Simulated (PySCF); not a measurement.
Gas-phase reaction: 2 H2SiNH + H2 ⇌ 2 N + 2 SiH4

Computed with PySCF and rigid-rotor harmonic-oscillator thermochemistry at 1 bar. † marks an energy on the PBE0/def2-TZVP geometry and frequencies; other levels use their own. CCSD(T) freezes the core. 6-31G* has spherical d functions here. Open shells (unrestricted): N (multiplicity 4); the rest are closed-shell singlets. B3LYP is the form with VWN-RPA correlation. H2SiNH: computed as isolated molecules; such fragments, hydroxides, amides, oligomers or adducts are transient or little studied in the gas. CCSD(T) isn't extrapolated to the basis-set limit; its ΔH°(298 K) is 507.3 kJ in def2-SVP and 606.0 kJ in def2-TZVPP. The harmonic model lacks anharmonicity and excited electronic states, which grow with temperature; levels with a mode under 35 cm⁻¹ are left out. Warning, large T1 diagnostic: H2SiNH (CCSD(T)/def2-SVP†).

| level | ΔE electronic, kJ | ΔH°(298 K), kJ | ΔS°(298 K), J/K | ΔG°(2500 K), kJ |
|---|---|---|---|---|
| B3LYP/6-31G* | 627 | 612 | 94 | 372 |
| B3LYP/def2-TZVP† | 691 | 675 | 94 | 436 |
| BLYP/def2-TZVP† | 756 | 740 | 94 | 501 |
| CCSD(T)/def2-SVP† | 523 | 507 | 94 | 267 |
| CCSD(T)/def2-TZVPP† | 622 | 606 | 94 | 366 |
| HF/def2-TZVP† | 92 | 76 | 94 | -164 |
| M06-2X/def2-TZVP† | 679 | 663 | 94 | 423 |
| PBE/def2-SVP | 745 | 730 | 93 | 491 |
| PBE0/def2-SVP† | 634 | 618 | 94 | 378 |
| PBE0/def2-TZVP | 674 | 658 | 94 | 418 |
| r2SCAN/def2-TZVP† | 670 | 654 | 94 | 414 |
ΔH° is lowest at HF/def2-TZVP† and highest at BLYP/def2-TZVP†. No reference value is set beside these.
